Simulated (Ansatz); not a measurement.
One change: `CC(=N)C=S` becomes `CC(=N)CF`.

Ansatz, PBE0-D4/def2-TZVP geometries, multiplicity 1. Each molecule was computed in one conformer, which needn't be the lowest.

```json
{"property": "HOMO–LUMO gap (PBE/def2-TZVPP) / eV", "`CC(=N)C=S`": "1.70"}
{"property": "LUMO energy (PBE/def2-TZVPP) / eV", "`CC(=N)C=S`": "-4.14"}
{"property": "ideal-gas entropy at 298 K and 1 bar (rigid rotor, harmonic PBE0-D4/def2-TZVP) / J/(mol·K)", "`CC(=N)C=S`": "322"}
{"property": "HOMO energy (PBE0/def2-TZVPP) / eV", "`CC(=N)C=S`": "-7.10"}
{"property": "size of the dipole moment (B3LYP/def2-TZVPP) / D", "`CC(=N)C=S`": "2.23"}
{"property": "HOMO–LUMO gap (B3LYP/def2-TZVPP) / eV", "`CC(=N)C=S`": "3.41"}
```

Problem. What does the change do to each property? (Estimate.)

Solution. Ansatz gave: 
```
                                                                                  property  `CC(=N)CF`  shift
                                                       HOMO–LUMO gap (PBE/def2-TZVPP) / eV        4.98   3.28
                                                         LUMO energy (PBE/def2-TZVPP) / eV       -1.17   2.97
ideal-gas entropy at 298 K and 1 bar (rigid rotor, harmonic PBE0-D4/def2-TZVP) / J/(mol·K)         315     -7
                                                        HOMO energy (PBE0/def2-TZVPP) / eV       -7.69  -0.59
                                          size of the dipole moment (B3LYP/def2-TZVPP) / D        2.77   0.54
                                                     HOMO–LUMO gap (B3LYP/def2-TZVPP) / eV        7.13   3.72
```

With PBE0 the HOMO falls by 0.59 eV and the LUMO rises by 3.22 eV, so the gap widens by about 3.81 eV. PBE moves the HOMO by -0.30 eV and ωB97M-V by -0.78 eV. The zero-point energy changes by 36.5 kJ/mol with +3 modes. Dipoles are sizes alone; their direction can turn.

Positive LUMOs are unbound, so they and the gaps depend on the basis.

B3LYP here is the variant with VWN-RPA as its local correlation; programs differ in this.
